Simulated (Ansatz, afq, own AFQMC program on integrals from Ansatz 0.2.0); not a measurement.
## B2, triplet in cc-pVDZ, levels against full CI

```tsv
atom	x (Å)	y (Å)	z (Å)
B	0.0000	0.0000	0.0000
B	0.0000	0.0000	1.5618
```

Basis cc-pVDZ. Noble-gas cores (and the filled d shells of Ga–Kr and In–Xe) are frozen. Integrals, coupled cluster, full CI and functionals: Ansatz 0.2.0; the random walks run on the same integrals in our own AFQMC program. ph-AFQMC/CISD is guided by a CISD state made of CCSD amplitudes; releasing the constraint for a short imaginary time cuts its bias at the price of noise, slowly where states lie close. Free AFQMC starts from the CCSD state and is never constrained. Its projection time is finite, and what remains of the start isn't in its error. ± is one standard error of the sampling.

Determinant: ROHF, the one that the program's search chose, which needn't be the lowest solution. The geometry is a point of a scan.

Full CI on the same integrals is exact in this basis and with this determinant's frozen core.

Cautions: lower spins were not checked; a spin-contaminated unrestricted determinant lies lower (UHF 1.72 eV lower, ⟨S²⟩ 2.91); the search met a lower determinant of the same kind, perhaps of another symmetry (415 meV lower), and this one is a saddle point; strong correlation (T1 0.040, weight of the determinant 0.81, largest double 0.31); (T) is large, 8 % of the CCSD correlation; the CCSD(T) amplitudes may be one of several solutions (largest double 0.31); the CCSDT(Q) amplitudes may be one of several solutions (largest double 0.36); the CCSDTQ amplitudes may be one of several solutions (largest double 0.36); the released energies are still falling, so no released level is given (meV from the phaseless value at times in 1/Eh: -30 ± 6 at 0.24, -44 ± 4 at 0.51, -68 ± 5 at 0.99, -91 ± 4 at 1.62, -102.3 ± 1.9 at 2.40); the ph-AFQMC/HF walk drifts between its halves (2.1 errors).

The T1 diagnostic is 0.0397. The weight of the determinant in the CISD state is 0.806. The size of the correlated space is 6 electrons in 26 orbitals.

```
  level  correlation energy (eV)
    MP2                  -3.8883
   CCSD                  -4.7313
CCSD(T)                  -5.1183
```

**Question.** Estimate where free-projection AFQMC lies against CCSD(T) on the same integrals.

**Answer.** 7.2 ± 0.8 kJ/mol below CCSD(T).

Reference: full CI, correlation energy -5.208 eV.

```csv
level,E − E(reference) (kJ/mol),share of correlation (%)
CCSD(T),8.6,98.28
CCSDT,4.4,99.12
CCSDT(Q),0.9,99.83
CCSDTQ,0.3,99.94
ph-AFQMC/HF,67.5 ± 1.9,86.56
ph-AFQMC/CISD,13.7 ± 0.4,97.28
free AFQMC,1.5 ± 0.8,99.71
```

CCSDT and higher add their correlation energy to the determinant of the CCSD(T) run, since their own runs factorise the integrals more tightly (a shift of under 2 meV). Free projections are given only where their last times agree within the noise and don't stop above the reference; a slow remainder of the start can still hide under it. A walk keeps the symmetry of its determinant, which the program's search chose and which needn't be the lowest solution, so a lower state of the same spin and another symmetry isn't excluded.
